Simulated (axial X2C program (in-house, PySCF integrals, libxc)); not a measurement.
# Outer orbitals of N₂ at 1.091 Å, TPSSh

All values were computed with an in-house all-electron X2C program for linear molecules (integrals from PySCF). Spin-free means the one-electron spin-free X2C Hamiltonian; two-component (2c) means X2C with spin–orbit coupling and atomic mean-field two-electron Coulomb and Gaunt terms, so the difference of the two also holds small scalar two-electron terms. Basis: N dyall-av3z [7s7p3d2f] (cores contracted in-house); Gaussian nuclei, density fitting, unrestricted open shells. Masses: N 14.003 u.

The distance is close to the 2c PBE0 minimum; the highest filled and lowest empty levels are listed.

Spin-free orbitals, state M_S = 0, Λ = 0 (closed shell) (Löwdin shares):

```
symmetry  occupied  ε (eV)          atomic character
      σα       yes  -30.05  62% N s, 33% N p, 4% N d
      σα       yes  -14.66  51% N p, 38% N s, 8% N d
     π+α       yes  -12.33           90% N p, 7% N d
     π-α       yes  -12.33           90% N p, 7% N d
      σα       yes  -11.20  65% N p, 29% N s, 5% N d
     π-α        no   -1.18  61% N p, 32% N d, 7% N f
     π+α        no   -1.18  61% N p, 32% N d, 7% N f
      σα        no    0.93           89% N s, 8% N p
      σα        no    1.00                   97% N p
```

One partner of each degenerate Kramers or spin pair is listed.

Spinors with spin–orbit coupling (state Ω = 0):

```
  ω  occupied  ε (eV)          atomic character  λ mixture
1/2       yes  -30.05  62% N s, 33% N p, 4% N d     100% σ
1/2       yes  -14.66  51% N p, 38% N s, 8% N d     100% σ
1/2       yes  -12.33           90% N p, 7% N d     100% π
3/2       yes  -12.32           90% N p, 7% N d     100% π
1/2       yes  -11.20  65% N p, 29% N s, 5% N d     100% σ
1/2        no   -1.18  61% N p, 32% N d, 7% N f     100% π
3/2        no   -1.17  61% N p, 32% N d, 7% N f     100% π
1/2        no    0.93           89% N s, 8% N p     100% σ
1/2        no    1.03                   97% N p     100% σ
```

One partner of each degenerate Kramers or spin pair is listed.

Mulliken charges and populations of the two-component result (they depend on the basis, above all on diffuse functions):

N1 0.00 e (s 3.74 p 3.17 d 0.08 f 0.01), N2 0.00 e (s 3.74 p 3.17 d 0.08 f 0.01).

The state is one determinant whose occupation by symmetry is held fixed; it was picked as the lowest of a PBE0 search that is not exhaustive.
